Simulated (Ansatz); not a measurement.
# S2Sr2: the cost of one run

Program: Ansatz 0.2.0, Gaussian basis. Level of theory: the settings change from run to run. These are calculated values, not measurements.

4 further runs of the same task are left out: 4 set aside as unsound or not needed. Runs told in other sessions of the task aren't counted.

### Step 1. The molecule

The geometry comes from an earlier relaxation with B3LYP-D4 in a triple-zeta def2 set; it is a stationary point. Sr takes a core potential in def2 sets; no spin-orbit term is included.

4 atoms, charge 0, spin multiplicity 1.

Atoms are counted from 1 here; the program's logs count them from 0.

Bond lengths: Sr1–S3 2.681 Å, Sr1–S4 2.681 Å, Sr2–S3 2.681 Å, Sr2–S4 2.681 Å. Angles: S3–Sr1–S4 94.7°, S3–Sr2–S4 94.7°, Sr1–S3–Sr2 85.3°, Sr1–S4–Sr2 85.3°.

### Step 2. r2SCAN0/def2-TZVP

This run has unrestricted orbitals, atoms shaken by 0.08 Å, the search for lower states set to full.

File in.yaml:

```yaml
crystal:
  periodic: [false, false, false]
  atoms:
    - {symbol: Sr, position_ang: [1.184095, 1.006222, -1.237603]}
    - {symbol: Sr, position_ang: [-1.137726, -0.943372, 1.052604]}
    - {symbol: S, position_ang: [1.630911, -1.217944, 0.675034]}
    - {symbol: S, position_ang: [-1.621999, 0.931285, -0.667023]}
basis:
  gaussian: {orbitals: def2-TZVP}
magnetization: {spin_polarized: true, initial_magnetization: 0}
hamiltonian: {xc: {name: r2SCAN0}}
scf: {lower_state_search: full}
output: {forces: true}
```

Command:

```console
$ ansatz run in.yaml --threads 4 --pin off --events-out ev --progress --plain --max-ram 3916MiB
```

What time and memory should one allow on 4 threads of Arm Neoverse V2, shared host?

About 27 s, with a peak of 0.69 GiB.
